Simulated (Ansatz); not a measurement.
Relaxing Ba3Y

Method: Ansatz 0.2.0, DFT PBE, scalar-relativistic, plane waves, PAW.

The start is a database structure of Ba3Y, space group P6_3/mmc (No. 194).

The final relaxation ran on this input, with the default PAW datasets:

```yaml
crystal:
  lattice:
    - [8.4442178688, 0.0, 0.0]
    - [-4.2221089344, 7.3129071894, 0.0]
    - [0.0, 0.0, 6.736172]
  atoms:
    - { symbol: Ba, position: [0.344228, 0.172114, 0.75] }
    - { symbol: Ba, position: [0.827886, 0.172114, 0.75] }
    - { symbol: Ba, position: [0.827886, 0.655772, 0.75] }
    - { symbol: Ba, position: [0.655772, 0.827886, 0.25] }
    - { symbol: Ba, position: [0.172114, 0.827886, 0.25] }
    - { symbol: Ba, position: [0.172114, 0.344228, 0.25] }
    - { symbol: "Y", position: [0.66666667, 0.33333333, 0.25] }
    - { symbol: "Y", position: [0.33333333, 0.66666667, 0.75] }
basis:
  ecutwfc: 420
kpoints:
  mp_grid: { grid: [6, 6, 6] }
hamiltonian:
  xc: pbe
scf:
  occupations: { method: gaussian, width: 0.1 }
output:
  forces: true
  stress: true
  eigenvalues: true
relax:
  adjacent_minimum: "off"
  f_tol: 0.01
  max_steps: 80
  cell: { stress_tol: 0.05 }
```

Launched as:

```bash
ansatz run input.yaml --threads 1 --pin off --max-ram 2560MiB --backend cpu --events-out ev --progress --plain --runs-dir out
```

The run took 95 s on 1 thread of AMD EPYC 9B14 (Zen 4), on a shared host, peak memory 0.89 GiB.

End of the output:

```
SCF converged after 4 iterations
Free energy (F): -43392.913497 eV
Harris-Foulkes:  -43392.913497 eV  (|F-HF|=2.91e-11)
Internal energy: -43392.840148 eV  (E = F + TS)
E sigma→0 (E₀):  -43392.876823 eV
Entropy (-TS):   -0.073349 eV (-9.169 meV/atom)
Fermi energy:    6.916316 eV
--- Per-component energies (eV) ---
  E_band       = -741.347336
  E_kinetic    = 1606.908632
  E_local      = -3535.423247  (includes V_loc(G=0)·N_el)
  E_nonlocal   = 444.209656
  E_hartree    = 1131.297920
  E_xc         = -1344.588387
  E_vxc        = -1198.317416  (∫ρ·V_xc dr)
  E_paw        = -37005.979443  (= ΣΔE_a)
  E_vpaw       = -321.320904  (= ΣTr[D̂ρ^β])
  E_aug_tail   = -0.000004  (compensation charges beyond the density's cutoff)
  E_ewald      = -4689.265276
  E_smearing   = -0.073349  (= −TS)
  E_closure    = 0.000000  (closes the sum)
  Σ components = -43392.913497   (vs F -43392.913497, Δ=0.00e0)
--- Forces (eV/Å), atoms counted from 1 ---
  atom   1  Ba     0.00803039     0.00463635     0.00000000
  atom   2  Ba    -0.00803039     0.00463635     0.00000000
  atom   3  Ba     0.00000000    -0.00927270     0.00000000
  atom   4  Ba    -0.00803039    -0.00463635     0.00000000
  atom   5  Ba     0.00803039    -0.00463635     0.00000000
  atom   6  Ba     0.00000000     0.00927270     0.00000000
  atom   7  Y      0.00000000     0.00000000     0.00000000
  atom   8  Y      0.00000000     0.00000000     0.00000000
  max |Σ_I F_I| component: 1.73e-18 eV/Å
--- Stress (GPa, compression-positive) ---
       -0.000399       0.000000       0.000000
        0.000000      -0.000399       0.000000
        0.000000       0.000000      -0.002828
  P = ⅓ Tr σ = -0.0012 GPa (-0.012 kbar)
--- Relaxed structure (3 steps of the walk, 3 accepted, 1 SCFs on fresh bases) ---
  F+E_penalty+E_count = -43392.91349735 eV   max|allowed force component| = 9.273e-3 eV/Å   (the final SCF, on the basis selected at the relaxed cell)
  cell:  # Å, volume = 413.4442 Å³
    - [8.387976, 0.0, 0.0]
    - [-4.193988, 7.264200, 0.0]
    - [0.0, 0.0, 6.785344]
  atoms:
    - { symbol: Ba, position: [0.343227, 0.171614, 0.75] }
    - { symbol: Ba, position: [0.828386, 0.171614, 0.75] }
    - { symbol: Ba, position: [0.828386, 0.656773, 0.75] }
    - { symbol: Ba, position: [0.656773, 0.828386, 0.250000] }
    - { symbol: Ba, position: [0.171614, 0.828386, 0.250000] }
    - { symbol: Ba, position: [0.171614, 0.343227, 0.250000] }
    - { symbol: Y, position: [0.666667, 0.333333, 0.250000] }
    - { symbol: Y, position: [0.333333, 0.666667, 0.75] }
```

Total energies depend on the potentials used, so only differences within one code and one set of settings carry meaning.

The result has space group P6_3/mmc (No. 194). Around Ba lie 8 Ba at 4.07–4.32 Å and 4 Y at 4.13–4.19 Å; around Y lie 12 Ba at 4.13–4.19 Å.

Against the elements it lies at 0.21 eV/atom. Formation energies are uncorrected and refer to the elements' standard structures at the same level.

For metals, differences of a few meV/atom aren't resolved.

Symmetry constrained the relaxation, so the result can be a saddle point.